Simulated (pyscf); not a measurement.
Thermochemistry of product channels of HO–Ti(F)(F)–F + HO–SiH₃ on the singlet surface, in kcal/mol, from ωB97M-D3(BJ)/def2-TZVP energies (ideal gas, 1 atm, RRHO with modes under 100 cm⁻¹ raised to 100, one conformer, R ln 2 for chiral ones without a mode under 150 cm⁻¹). Optimised with ωB97X-D3(BJ)/def2-SVP in PySCF.

```tsv
products	ΔE	ΔH(298 K)	ΔG(298 K)	ΔG(1200 K)
HO–Ti(OH)(F)–F + F–SiH₃	+0.3	0.0	+0.4	+1.3
HO–SiH₂–O–Ti(F)(F)–F + H₂	-26.6	-28.3	-23.1	-9.5
```

These are energies of the channels, which say nothing of barriers.
